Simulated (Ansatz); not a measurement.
Relaxed structures of CH2BO, doublet (PBE0-D4/def2-TZVP; forces vanish, vibrations not checked; lower isomers may exist, and structures with a doubtful reference or unclear bonds are left out; Å). Program: Ansatz 0.2.0. Basis: def2-TZVPP. Cores are frozen in the correlated methods; orbitals are unrestricted.

(1) Rank them by CCSD(T) energy, lowest first, and give each one's height above the lowest. Links in brackets join atoms within 1.22 times the sum of their covalent radii (1.1 for two metals). (Judge from chemistry; the value comes from the calculation.)
A.
CH₂BO ([BH2][C][O])
```
5
angstrom
C 0.5068 -0.4869 0.5530
B -0.3258 0.3124 -0.3547
O 1.1567 -1.1108 1.2615
H -0.8052 -0.2520 -1.2863
H -0.4579 1.4657 -0.0922
```
B.
CH₂BO ([B][O][CH2])
```
5
angstrom
C -0.3375 0.3241 -0.3681
B 1.1475 -1.1022 1.2518
O 0.4207 -0.4041 0.4589
H -0.7727 -0.1867 -1.2120
H -0.4581 1.3689 -0.1306
```
C.
CH₂BO ([CH2][B][O])
```
5
angstrom
C -0.3468 0.3331 -0.3783
B 0.5001 -0.4804 0.5455
O 1.1849 -1.1381 1.2926
H -0.8201 -0.1038 -1.2489
H -0.5182 1.3893 -0.2109
```

No T1 diagnostic of these runs exceeds 0.020. ⟨S²⟩ of the unrestricted Hartree–Fock references: 0.76 to 0.77 (a pure state has 0.75).

## Answers

(1) The calculation gives: C (0.0 kJ/mol), A (117.9 kJ/mol), B (300.9 kJ/mol). Heights count from the lowest.

For scale, one of the runs: CCSD(T)/def2-TZVPP, 121 basis functions, launched by `ansatz run in.yaml --threads 2 --pin off --events-out ev --progress --plain --max-ram 4352MiB`. Time: 19 s of wall clock on 2 CPU threads of an Arm Neoverse V2; the host was shared. Peak host memory: 1.2 GiB.
